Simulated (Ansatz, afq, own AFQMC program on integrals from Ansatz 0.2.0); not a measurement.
# Breaking Si2–Br3 in SiBrCl, singlet

```
atom    x (Å)    y (Å)    z (Å)
  Cl   0.7220   1.4325   0.5421
  Si  -0.7702   0.2997  -0.3858
  Br   0.0373  -1.7970  -0.1696
```

Products: SiCl (doublet) and Br (doublet), each relaxed with PBE0/def2-SVP like the molecule; electronic energies without zero-point terms. Determinants: RHF, UHF and UHF in that order.

Basis def2-TZVP. Only valence electrons are correlated. AFQMC by an in-house program on the Cholesky factors that Ansatz 0.2.0 writes for its CCSD(T) run. ph-AFQMC/CISD is guided by a CISD state made of CCSD amplitudes; releasing the constraint for a short imaginary time cuts its bias at the price of noise, slowly where states lie close. Error bars are statistical, one sigma. No spin–orbit coupling. The errors of all members are added in quadrature.

No full CI on the walks' own integrals is used here; CCSDT(Q) serves as the reference and is uncertain by about the last step of the cluster series. Each member takes its own surest rung, up to full CI.

The best estimate is CCSD(T) at the basis-set limit (CBS: def2-TZVPP and def2-QZVPP, with their diffuse functions for anions and beside diffuse sets, CCSD(T) itself extrapolated) plus the step from CCSD(T) to CCSDT(Q) in def2-TZVP. Rows without CBS are in def2-TZVP; B2PLYP and the wave-function rows carry a basis error of their own. Core correlation and relativity beyond core potentials are missing, and ± holds the sampling alone.

Cautions: inner d shell frozen; no relativity below Rb; no spin-orbit coupling; SiBrCl (singlet): restricted determinant unstable towards unrestricted (UHF 6 meV lower, ⟨S²⟩ 0.10).

Best estimate: 3.968 eV.

| level | bond energy (eV) | error against the best estimate (eV) |
| --- | --- | --- |
| HF | 2.659 | -1.309 |
| MP2 | 3.965 | -0.004 |
| CCSD | 3.624 | -0.345 |
| CCSD(T) | 3.756 | -0.212 |
| CCSDT | 3.745 | -0.223 |
| CCSDT(Q) | 3.757 | -0.211 |
| ph-AFQMC/CISD | 3.768 ± 0.010 | -0.200 ± 0.010 |
| released AFQMC | 3.763 ± 0.012 | -0.205 ± 0.012 |
| HF/CBS | 2.656 | -1.312 |
| MP2/CBS | 4.164 | 0.196 |
| CCSD(T)/CBS | 3.968 | 0.000 |
| PBE | 4.005 | 0.037 |
| r2SCAN | 3.976 | 0.008 |
| PBE0 | 3.895 | -0.073 |
| B3LYP | 3.741 | -0.228 |
| wB97M-V | 3.976 | 0.007 |
| B2PLYP | 3.802 | -0.167 |

Correlation beyond CCSD(T) changes it by less than 2 meV. Going to the basis-set limit adds 0.212 eV at CCSD(T). The perturbative (T) step is worth +0.133 eV.

Best estimates are given only where the step beyond CCSD(T) is under 0.3 eV and no member's determinant is very poor (T1 over 0.05, or 0.07 for open shells, ⟨S²⟩ too high by 0.3, two states mixed), so the hardest cases are missing from such tables.

The functionals ran in a triple-zeta set and keep a basis error of their own, a few kJ/mol for each bond in atomization energies and more for double hybrids, so close places among them and the extrapolated levels can swap.

CCSDT and higher add their correlation energy to the determinant of the CCSD(T) run, since their own runs factorise the integrals more tightly (a shift of under 2 meV). Each member of a difference takes its own highest rung, so a best estimate needn't equal the limit plus the step of one row. A walk keeps the symmetry of its determinant, which the program's search chose and which needn't be the lowest solution, so a lower state of the same spin and another symmetry isn't excluded. Released energies are given only where the last usable release times agree within the noise; a slower fall can still hide under it.
